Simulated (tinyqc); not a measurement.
Geometry optimisation on the UHF/sto-6g surface (energies and gradients from PySCF), for BH2, spin multiplicity 2, step by step. Computed by tinyqc, a small Python program that keeps every step (integrals from PySCF). Settings: charge = 0, multiplicity = 2, basis = sto-6g, optimiser = bfgs, first Hessian = 0.15, largest step = 0.3, iteration cap = 30. Command: `OMP_NUM_THREADS=1 python tinyqc.py 24725 24726 out.jsonl` (the two numbers bound the seeds that draw the settings). One thread of a shared host (Intel(R) Xeon(R) Processor @ 2.60GHz), about 0.9 s of CPU time with the checks.

## Step 1: energy and gradient

positions at the start (bohr):
```
,x,y,z
1B,-0.03779,-0.08693,0.05291
2H,-0.05858,1.94453,1.27179
3H,0.03402,-1.88784,1.18864
```

Self-consistent energy and analytic gradient at these positions.

energy = -25.6601962 hartree

gradient (hartree/bohr):
```
,x,y,z
1B,0.0009384,-0.0665297,-0.0292205
2H,-0.0002361,0.0431163,0.0343830
3H,-0.0007023,0.0234134,-0.0051625
```

## Step 1: move

Quasi-Newton step p = -H^(-1) g (first H = 0.15 times the unit matrix); steps longer than 0.3 bohr are cut back (factor 0.477 here).

positions after step 1 (bohr):
```
,x,y,z
1B,-0.04078,0.12467,0.14585
2H,-0.05783,1.80740,1.16243
3H,0.03625,-1.96230,1.20506
```

## Step 2: energy and gradient

As before.

energy = -25.6526339 hartree

gradient (hartree/bohr):
```
,x,y,z
1B,-0.0026685,0.1343483,0.0268951
2H,0.0010088,-0.0912243,-0.0516073
3H,0.0016597,-0.0431241,0.0247122
```

## Step 2: move

inverse Hessian in use (bohr^2/hartree), lower triangle:
```
,1,2,3,4,5,6,7,8,9
1,6.66568
2,0.05670,3.60208
3,0.01701,-0.78681,6.56669
4,0.00033,-0.02014,-0.00686,6.66656
5,-0.03776,2.05846,0.54170,0.01331,5.28572
6,-0.02492,1.27340,0.27030,0.00931,-0.86267,6.16898
7,0.00066,-0.03656,-0.01015,-0.00023,0.02445,0.01562,6.66624
8,-0.01893,1.00613,0.24511,0.00683,-0.67752,-0.41074,0.01210,6.33806
9,0.00791,-0.48659,-0.17033,-0.00245,0.32097,0.22739,-0.00546,0.16563,6.60960
```

Quasi-Newton step p = -H^(-1) g (the inverse Hessian comes from BFGS updates; coordinates in the order x, y, z of each atom); steps longer than 0.3 bohr are cut back.

positions after step 2 (bohr):
```
,x,y,z
1B,-0.03681,-0.02896,0.15316
2H,-0.05961,1.91664,1.20032
3H,0.03406,-1.91792,1.15986
```

## Convergence

Stop when the largest gradient component is below 3e-5 hartree/bohr. The inverse Hessian follows the BFGS update with s = step, y = change of gradient.

Course of the optimisation:
```
step,E (hartree),largest gradient (hartree/bohr)
1,-25.6601962,6.65e-02
2,-25.6526339,1.34e-01
3,-25.6668770,2.28e-02
4,-25.6664333,1.84e-02
5,-25.6673240,3.60e-03
6,-25.6673360,7.41e-04
7,-25.6673365,1.09e-05
```

Final distances (angstrom):
```
pair,distance
2H-1B,1.15474
3H-1B,1.15474
3H-2H,2.04019
```

Converged in 7 steps.
